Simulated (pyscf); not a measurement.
HO–Si(O–SiH₃)(O–SiH₃)–O–SiH₃ (SMILES O[Si](O[SiH3])(O[SiH3])O[SiH3]) + HF (SMILES F) → F–Si(O–SiH₃)(O–SiH₃)–O–SiH₃ (SMILES F[Si](O[SiH3])(O[SiH3])O[SiH3]) + H₂O (SMILES O), a four-centre exchange (singlet surface; O–Si, F–H broken, F–Si, H–O formed). Single points on ωB97X-D3(BJ)/def2-SVP structures (PySCF, gas phase). Energies in kJ/mol from the separated reactants.

Small-basis levels: PySCF, no dispersion term, spherical d functions. 

**Question.** In single points HF/6-31G* puts the saddle at 85.3 kJ/mol and the reaction energy at -75.2 kJ/mol. Should these be trusted to within a few kcal/mol? Compare with ωB97M-D3(BJ)/def2-TZVP.

**Answer.** ωB97M-D3(BJ)/def2-TZVP gives ΔE‡ = 55.9 kJ/mol and ΔE = -43.1 kJ/mol. HF/6-31G* lies 29.4 kJ/mol over it in the barrier and 32.1 kJ/mol under it in the reaction energy, so on this step it does not hold to within 12.6 kJ/mol. ωB97M-D3(BJ)/def2-TZVP has limits of its own. On the reactant side the descent ends in a bound adduct, 39.7 kJ/mol under the separated species and 98.6 kJ/mol under the saddle at ωB97X-D3(BJ)/def2-TZVP. On the product side the descent ends in an adduct with a O–Si contact (not fully relaxed), 1.9 kJ/mol over the separated species and 97.3 kJ/mol under the saddle at ωB97X-D3(BJ)/def2-TZVP. What is counted as broken (O–Si) persists as a longer contact in the product adduct; parting that adduct is a step of its own. This is the saddle that the search found; another between the same sides may lie lower.
